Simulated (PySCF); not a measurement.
# C4H4OS (thiophen-2-ol): the cost of one run

Programs: PySCF 2.14.0, with routines of our own; each step states its level. All values are computed. Atoms count from 0.

## 1. The starting structure

10 atoms, charge 0, multiplicity 1; geometry from: GFN2-xTB.

## 2. Optimising the geometry at PBE0-D3(BJ)/def2-TZVP

The job: settings as JSON, then the geometry in Å.

```
{"job": {"xc": "PBE0", "basis": "def2-TZVP", "d3": "d3bj", "grid": 2, "kind": "geom"}, "charge": 0, "multiplicity": 1}
O      2.322636     0.056677    -0.369828
C      0.995227     0.098449    -0.137319
C      0.115945    -0.924354    -0.303019
C     -1.208943    -0.552710     0.029362
C     -1.320779     0.731334     0.439383
S      0.203917     1.541375     0.433510
H      2.729548     0.908570    -0.176869
H      0.407537    -1.898154    -0.647915
H     -2.043290    -1.227298    -0.037780
H     -2.192915     1.270764     0.747946
```

Launch:

```bash
$ OMP_NUM_THREADS=1 python excited_run.py task.json out
```

The driver reads the jobs from task.json and runs them one after another.

**Question.** How long does this first job take on 1 thread of Arm Neoverse V1, shared host, and how much memory does it need?

About 95 s, with a peak of 0.87 GiB.
